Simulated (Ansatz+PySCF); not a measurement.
doublet SiH₂(+): levels of theory in one basis

```xyz
3

Si    0.0000   -0.5008    0.0000
H     0.0000    0.2504    1.2860
H     0.0000    0.2504   -1.2860
```

Basis set: cc-pVTZ on H; cc-pV(T+d)Z on Si (spherical functions). Left uncorrelated: 5 orbitals. Correlation on ROHF uses semicanonical orbitals with singles. Charge 1, multiplicity 2.

Computed with Ansatz (development build ahead of 0.2.0) and PySCF 2.14.0; each method stands on the lowest determinant of its kind that the runs found.

```csv
method,E − E(ROHF) (eV),<S²> of the determinant
ROHF,0.00,0.75
UHF,-0.05,0.76
ROHF-MP2,-2.10,–
UHF-MP2,-2.10,0.76
ROHF-CCSD(T),-2.71,–
UHF-CCSD(T),-2.72,0.76
```

Problem. What does UHF-CCSD give on the same scale?

Solution. -2.66 eV.
